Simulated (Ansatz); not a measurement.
Run this with Ansatz 0.2.0, Python API and show what comes out.

The script, `md_ch5mgn.py`:
```python
"""Molecular dynamics of one CH5MgN molecule."""

import warnings

import ansatz as az
import numpy as np


def main() -> None:
    warnings.simplefilter("ignore", az.DeckWarning)

    geometry_ang = [
        ("C", (-1.0592, 1.2183, -0.6526)),
        ("Mg", (0.1194, -0.2592, 0.2658)),
        ("N", (1.2736, -1.7155, 1.1475)),
        ("H", (-1.8958, 0.7927, -1.1735)),
        ("H", (-0.5032, 1.8135, -1.4285)),
        ("H", (-1.478, 1.9811, 0.1094)),
        ("H", (2.3138, -1.3557, 1.152)),
        ("H", (1.3215, -2.5322, 0.5242)),
    ]
    ch5mgn = az.Crystal.molecule()
    for symbol, xyz in geometry_ang:
        ch5mgn = ch5mgn.atom(symbol, xyz)

    setup = (
        ch5mgn.calculation()
        .basis(gaussian="6-31G*")
        .functional("blyp")
        .md("nvt_nose_hoover", timestep=0.25, steps=20, temperature=800, initial_velocities="maxwell_boltzmann", seed=21, thermostat_time=50)
    )
    frames = []
    setup.session().plan().execute(on_event=lambda e: frames.append(e["data"]) if e["event"] == "md_step" else None)
    print("t (fs)   E_pot (eV)      E_kin (eV)   T (K)   d(0-1) (A)")
    for f in frames[::3]:
        xyz = np.array(f["positions_ang"])
        print(f"{f['time_fs']:6.2f} {f['lagrangian_ev']:14.5f} {f['e_kin_ev']:10.5f} {f['temperature_k']:8.1f} {np.linalg.norm(xyz[0] - xyz[1]):9.4f}")
    kept = np.array([f["conserved_ev"] for f in frames])
    print(f"conserved energy moves by at most {1000 * np.ptp(kept):.3f} meV")


if __name__ == "__main__":
    main()
```

```console
$ python md_ch5mgn.py
t (fs)   E_pot (eV)      E_kin (eV)   T (K)   d(0-1) (A)
  0.00    -8051.16120    0.62045    800.0    2.1013
  0.75    -8051.13545    0.59490    767.1    2.1069
  1.50    -8051.07858    0.53833    694.1    2.1131
  2.25    -8051.02812    0.48805    629.3    2.1201
  3.00    -8051.00222    0.46216    595.9    2.1278
  3.75    -8050.99518    0.45525    587.0    2.1362
  4.50    -8051.00599    0.46635    601.3    2.1452
conserved energy moves by at most 0.656 meV
```

Reading the output:
- Total energies depend on the basis set; only differences at equal settings carry meaning.
- The trajectory is only some femtoseconds long, so its temperature is not equilibrated; where the script doesn't relax first, it starts from a rough generated geometry.
- The temperature counts the internal degrees of freedom alone.
- Hardware and time: 30 s on 1 thread of Arm Neoverse V2, with other jobs on the host, peak memory 0.18 GiB.

(Lines on the test bed's own set-up are left out of the output.)
